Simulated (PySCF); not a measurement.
First SCF of a structure search on singlet MgN2, at a hand-made end-on geometry. PySCF input:

```python
from pyscf import gto, scf, dft
mol = gto.M(atom='''
Mg     0.000000     0.000000     0.000000
N      0.000000     0.000000     2.163000
N      1.044000     0.000000     2.763000''',
    basis={'Mg': 'def2-TZVP', 'N': 'def2-TZVP'},
    charge=0, spin=0)
mf = dft.RKS(mol, xc='PBE0')
mf.grids.atom_grid = (50, 194)
aux = {'Mg': 'def2-universal-JKFIT', 'N': 'def2-universal-JKFIT'}
mf = mf.density_fit(auxbasis=aux)
mf.conv_tol = 1e-08
mf.diis_space = 10
mf.max_cycle = 60
mf.init_guess = 'minao'
mf.verbose = 4
mf.kernel()
```

Excerpt of the output (cycles and frontier levels):

```
init E= -309.426898084125
  HOMO = -0.167369400814788  LUMO = -0.0866612482446796  gap/eV = 2.19618
cycle= 1 E= -309.342580690642  delta_E= 0.0843  |g|= 0.231  |ddm|= 1.42
  HOMO = -0.19422471407136  LUMO = -0.151706014494057  gap/eV = 1.15699
cycle= 2 E= -309.182804485519  delta_E= 0.16  |g|= 0.686  |ddm|= 1.21
  HOMO = -0.18243871197048  LUMO = -0.0860881766962997  gap/eV = 2.62183
cycle= 3 E= -309.355263304523  delta_E= -0.172  |g|= 0.101  |ddm|= 1.06
  HOMO = -0.178856387186659  LUMO = -0.0859816829918996  gap/eV = 2.52725
cycle= 4 E= -309.357032853233  delta_E= -0.00177  |g|= 0.0757  |ddm|= 0.116
  HOMO = -0.179206255988877  LUMO = -0.0896943794384033  gap/eV = 2.43574
cycle= 5 E= -309.35816234696  delta_E= -0.00113  |g|= 0.0161  |ddm|= 0.0591
  HOMO = -0.180159507469924  LUMO = -0.0879160866482455  gap/eV = 2.51007
cycle= 6 E= -309.35822264276  delta_E= -6.03e-05  |g|= 0.00459  |ddm|= 0.0134
  HOMO = -0.180280165918944  LUMO = -0.0873700806237006  gap/eV = 2.52821
cycle= 7 E= -309.358230416102  delta_E= -7.77e-06  |g|= 0.000722  |ddm|= 0.00614
  HOMO = -0.180289901473376  LUMO = -0.0873214466564395  gap/eV = 2.52980
cycle= 8 E= -309.358230599869  delta_E= -1.84e-07  |g|= 0.000145  |ddm|= 0.00111
  HOMO = -0.180281761276046  LUMO = -0.0873068637408297  gap/eV = 2.52998
cycle= 9 E= -309.358230607751  delta_E= -7.88e-09  |g|= 4.1e-05  |ddm|= 0.000276
  HOMO = -0.180283281689192  LUMO = -0.0872938901089107  gap/eV = 2.53037
Extra cycle  E= -309.35823060582  delta_E= 1.93e-09  |g|= 9.12e-05  |ddm|= 0.000164
converged SCF energy = -309.35823060582
```

No lower solution of this spin was found from smeared starts or by a stability analysis within the restricted form, which does not test spin polarisation.

The search for the lowest solution, 3 starts and the stability check together, took 4.8 s on 2 threads of a shared Arm Neoverse V1 host, with 94 basis functions; the process peaked at 0.36 GiB.
